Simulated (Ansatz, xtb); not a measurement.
# Loss of C2H6: C3H7FO → CHFO + C2H6

Species: C3H7FO `COC(C)F`, singlet; CHFO (formyl fluoride) `O=CF`, singlet; C2H6 `CC`, singlet. 

Shapes, held fixed at every level: PBE0-D4/def2-TZVP. Flexible molecules stand in one conformer, not always the lowest. Programs: Ansatz 0.2.0, xtb 6.7.1. The zero-point and thermal change to 298 K, harmonic and unscaled (PBE0-D4/def2-TZVP), is -10.2 kJ/mol.

| level | kind | ΔH(298 K) (kJ/mol) | less CCSD(T)/CBS estimate | CPU time (sum over the molecules) |
| --- | --- | --- | --- | --- |
| GFN0-xTB | semi-empirical | -28.0 | -18.6 | 0.11 s |
| HF/def2-SVP | Hartree–Fock | -17.0 | -7.6 | – |
| HF/def2-TZVPP | Hartree–Fock | -26.7 | -17.3 | – |
| PBE-D4/def2-TZVPP | GGA | -18.7 | -9.3 | 14 s |
| r2SCAN-D4/def2-TZVPP | meta-GGA | -11.4 | -2.0 | 27 s |
| PBE0-D4/def2-TZVPP | global hybrid | -5.1 | +4.3 | 14 s |
| CCSD(T)/def2-TZVPP | coupled cluster or CI | -15.1 | -5.7 | 16 min |
| CCSD(T)/CBS estimate | coupled cluster or CI | -9.4 | 0.0 | 28 min |

The highest level, CCSD(T)/CBS estimate, gives ΔH(298 K) = -9.4 kJ/mol; the levels span -28.0 to -5.1. The column of differences is taken from that level and isn't an error. No measured value is set beside it here. The CBS estimate extrapolates MP2 from def2-TZVPP and def2-QZVPP and adds CCSD(T) − MP2 in the triple-zeta set, cores frozen. Times are processor times on shared x86 and Arm servers, and rough.
